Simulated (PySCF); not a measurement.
# Quadrupolar nuclei of sulfuryl chloride fluoride in NMR

Sulfuryl chloride fluoride, ClFO₂S.
Z-matrix (Å and degrees, PBE0-D3(BJ)/def2-TZVP geometry), rows numbered from 1:
```
O 
S   1  1.4099
O   2  1.4100  1  123.82
F   2  1.5511  1  107.09  3  -125.24
Cl  2  1.9941  1  108.94  3   130.03
```

Computed at PBE0/pcSseg-2 (PySCF, non-relativistic):

```tsv
atom	environment	nucleus	spin I	Q (b)	CQ = χzz (MHz)	η
O1	sulfonyl oxygen	17O	5/2	-0.0256	-7.175	0.208
S2	sulfonyl sulfur	33S	3/2	-0.0678	19.441	0.561
Cl5	chlorine bonded to S	35Cl	3/2	-0.0817	-78.001	0.061
```

Task: Work back to Vxx, Vyy and Vzz; CQ/MHz = 234.96 (Q/b)(Vzz/au).

Result: The tensor is traceless, so η fixes the two smaller values:

```
atom  Vxx (au)  Vyy (au)  Vzz (au)  Vzz (10²¹ V/m²)
  O1    -0.472    -0.720     1.193            11.59
  S2     0.268     0.953    -1.220           -11.86
 Cl5    -1.907    -2.156     4.063            39.48
```

Task: PQ = |CQ|√(1 + η²/3), νQ = 3|CQ|/[2I(2I − 1)], ν0 = |g|·7.62259 MHz/T·B with g(17O) = −0.75752, g(33S) = 0.42921, g(35Cl) = 0.54792: values at 14.1 T?

Result: 
```json
{"atom": "O1", "PQ (MHz)": "7.226", "νQ (MHz)": "1.076", "ν0 (MHz)": "81.42", "νQ/ν0": "0.013"}
{"atom": "S2", "PQ (MHz)": "20.44", "νQ (MHz)": "9.720", "ν0 (MHz)": "46.13", "νQ/ν0": "0.211"}
{"atom": "Cl5", "PQ (MHz)": "78.05", "νQ (MHz)": "39.00", "ν0 (MHz)": "58.89", "νQ/ν0": "0.662"}
```

For O1: PQ = 7.175 × 1.0072, νQ = 7.175 × 0.1500, ν0 = 5.7742 MHz/T × 14.1 T.

For Cl5 νQ isn't small against ν0, so the high-field expansions of solid-state NMR fail there at this field.

Task: For half-integer spins with νQ below a tenth of ν0, find the second-order shift of the centre of gravity of the central transition at 14.1, 18.8 and 23.5 T.

Result: δ = −(3/40)(PQ/ν0)² [I(I + 1) − 3/4]/[I²(2I − 1)²], in ppm:

```json
{"site": "17O at O1", "14.1 T": "-47.3", "18.8 T": "-26.6", "23.5 T": "-17"}
```

The couplings are those of the rigid, isolated species; surroundings and motion change them. Geometry: PBE0-D3(BJ)/def2-TZVP; no solvent, vibrations or thermal averaging.
